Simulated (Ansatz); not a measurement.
Task: the interaction energy of a dimer with the counterpoise correction of N₂O, SMILES N#[N+][O-], with the Python package of Ansatz (0.2.0). Give the script and its output. Level of theory (for the species named): PBE0, def2-SVP basis, multiplicity 1.

```json
{"atom": "N", "x (Å)": "-0.5043", "y (Å)": "0.9869", "z (Å)": "-0.1655"}
{"atom": "N", "x (Å)": "-0.0067", "y (Å)": "0.0131", "z (Å)": "-0.0022"}
{"atom": "O", "x (Å)": "0.5110", "y (Å)": "-1.0000", "z (Å)": "0.1677"}
```

The script, `run_dimer.py`:
```python
"""Binding of a N2O dimer at a trial geometry."""

import ansatz as az
import numpy as np

FIRST = [
    ("N", (-0.5043, 0.9869, -0.1655)),
    ("N", (-0.0067, 0.0131, -0.0022)),
    ("O", (0.511, -1.0, 0.1677)),
]
SECOND = [
    ("N", (-2.0705, 3.0841, -1.8528)),
    ("N", (-1.8296, 4.0369, -1.346)),
    ("O", (-1.579, 5.0281, -0.819)),
]

def energy(atoms, ghosts=()):
    molecule = az.Crystal.molecule()
    for symbol, xyz in atoms:
        molecule = molecule.atom(symbol, xyz)
    calc = (
        molecule.calculation()
        .basis(gaussian="def2-SVP")
        .functional("pbe0")
    )
    deck = calc.input()
    if ghosts:
        deck = deck.set(az.key.basis.gaussian.ghost_atoms, [{"symbol": s, "position_ang": list(xyz)} for s, xyz in ghosts])
    return az.Session.from_dict(deck).plan().execute().report["free_energy_ev"]

# monomers in their own basis and in the basis of the dimer
direction = np.array([-0.3936, 0.8728, -0.2886])
print("shift (A)   counterpoise-corrected interaction (kJ/mol)")
for shift in (-0.3, 0.0, 0.4, 1.0, 2.0):
    moved = [(s, tuple(np.round(np.array(xyz) + shift * direction, 4))) for s, xyz in SECOND]
    gain = energy(FIRST + moved) - energy(FIRST, moved) - energy(moved, FIRST)
    print(f"{shift:8.2f} {96.485332 * gain:14.3f}")
```

```console
$ python run_dimer.py
shift (A)   counterpoise-corrected interaction (kJ/mol)
   -0.30          3.885
    0.00          0.517
    0.40         -0.519
    1.00         -0.422
    2.00         -0.146
```

The dimer is a generated trial pose of unrelaxed monomers, not a minimum, so the figure is no binding energy, and the basis set is small. This level lacks the dispersion part of the attraction (electrostatics and induction are there), which can decide the sign where the interaction is weak. Hardware and time: 19 s on 1 thread of Arm Neoverse V1, with other jobs on the host, peak memory 0.21 GiB.

(Lines on the test bed's own set-up are left out of the output.)
